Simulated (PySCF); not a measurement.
**Question.** What does the PBE0-D3(BJ)/def2-SVP structure of `Cn1nccn1` look like in three dimensions?

**Answer.** 
```xyz
11
C3H5N3 angstrom
C     -1.7134   -0.0991   -0.5574
N     -0.3394   -0.0238   -0.1327
N      0.3507   -1.0955    0.1907
C      1.5359   -0.6144    0.5541
C      1.4958    0.7832    0.4286
N      0.2881    1.1244   -0.0110
H     -2.3790    0.2969    0.2233
H     -1.9461   -1.1529   -0.7432
H     -1.8473    0.4871   -1.4757
H      2.3394   -1.2730    0.8764
H      2.2595    1.5329    0.6245
```

Any rigid rotation of these coordinates is as good. Atoms count from 1 in this order. The 6 heavy atoms lie in one plane (0.008 Å rms). The 5-membered ring N2–N3–C4–C5–N6 has internal angles of 103.9° to 116.0° (sum 540°, against 540° for a flat polygon); it is planar, 0.00 Å rms from its mean plane, widest ring torsion 0°. N2 (pyrrole-type nitrogen) is planar (angles 122.0°, 121.9° and 116.0°, sum 360.0°, 0.01 Å off the plane of its three neighbours). The 3 C–N bonds span 1.330 Å (C5–N6, aromatic) to 1.440 Å (C1–N2, drawn single), a spread of 0.110 Å.

Bonds between heavy atoms (Å): C1–N2 1.440, N2–N3 1.315, N3–C4 1.330, C4–C5 1.404, C5–N6 1.330, N2–N6 1.314.

The calculation used PySCF, PBE0-D3(BJ)/def2-SVP geometry optimisation, gas phase.

Point group: near Cs, missed by 0.27 Å at most; the miss may be what the optimiser left on a soft mode. Not checked by PBE0-D3(BJ)/def2-SVP frequencies.
